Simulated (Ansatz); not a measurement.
```yaml
crystal:
  periodic: [false, false, false]
  atoms:
    - {symbol: Si, position_ang: [0.000000, 0.000000, 0.000000]}
    - {symbol: Al, position_ang: [0.000000, 0.000000, 2.157600]}
basis:
  gaussian: {orbitals: def2-TZVPD}
total_charge: -1
hamiltonian: {xc: pbe0}
relax: {f_tol: 0.004, max_steps: 80}
```

```sh
$ ansatz run in.yaml --threads 1 --pin off --events-out ev --progress --plain --max-ram 2176MiB
```

Steps of the relaxation (energy above the last step; positions in Å, forces in eV/Å):

```
2
step 1, 15.6 meV
Si    0.000    0.000    0.000    0.000    0.000   -0.662
Al    0.000    0.000    2.158    0.000    0.000    0.662
```

```
2
step 2, 1.2 meV
Si    0.000    0.000   -0.017    0.000    0.000   -0.174
Al    0.000    0.000    2.175    0.000    0.000    0.174
```

```
2
step 3, 0.0 meV
Si    0.000    0.000   -0.024    0.000    0.000   -0.011
Al    0.000    0.000    2.181    0.000    0.000    0.011
```

```
2
step 4, 0.0 meV
Si    0.000    0.000   -0.024    0.000    0.000    0.000
Al    0.000    0.000    2.182    0.000    0.000    0.000
```

Close pairs at the end: Si1–Al2 2.206 Å.

A stationary point of restricted PBE0 after 4 steps (its stability towards spin polarisation wasn't tested). 17 s on 1 thread of Arm Neoverse V1, shared host.
